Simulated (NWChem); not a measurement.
Species: methanethiol (CH$_{4}$S); SMILES CS

Program: NWChem. Pople sets run with spherical d functions. Level B3LYP/6-31G*: optimisations from one semi-empirical or force-field start; each run changes one setting, and all end within 0.3 mHa of each other.

| setting | optimisation steps |
|---|---|
| redundant internal coordinates, default thresholds | 4 |
| loose thresholds | 2 |
| trust radius 0.05 | 3 |
| tight thresholds | 6 |
| no line search | 4 |
